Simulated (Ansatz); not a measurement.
Compare A (`CCCC#N`) with its isomer B (`CC1CC1=N`).

Computed with Ansatz on PBE0-D4/def2-TZVP structures; ΔE is electronic, products minus reactants. CCSD(T)/CBS is the MP2 limit (def2-TZVPP, def2-QZVPP) plus CCSD(T) − MP2 in def2-TZVPP, frozen cores. Functionals use def2-TZVPP. Each species was taken in one conformer, which may not be the lowest.

(1) Which is lower in electronic energy at CCSD(T)/CBS, and by how much? (Best estimate.)

(2) Give E(B) − E(A) in kcal/mol with HF/def2-TZVPP, PBE-D4, CCSD/def2-TZVPP, PBE0-D4, ωB97M-V, B2PLYP, MP2/def2-TZVPP. (Estimate.)

Largest T1 diagnostic: 0.011.

Results:

(1) Computed: A, by 39.1 kcal/mol.

(2) Ansatz gave: HF/def2-TZVPP 44.8, PBE-D4 30.9, CCSD/def2-TZVPP 40.7, PBE0-D4 31.8, ωB97M-V 36.5, B2PLYP 39.7, MP2/def2-TZVPP 41.1. None reverses the order clearly.

In def2-TZVPP, CCSD(T) changes the Hartree–Fock value by −4.7 kcal/mol (the triples alone add −0.6 kcal/mol) and MP2 by −3.6 kcal/mol. From PBE to PBE0 (25 % exact exchange), in def2-TZVPP and without D4, E(B) − E(A) moves by +0.9 kcal/mol.
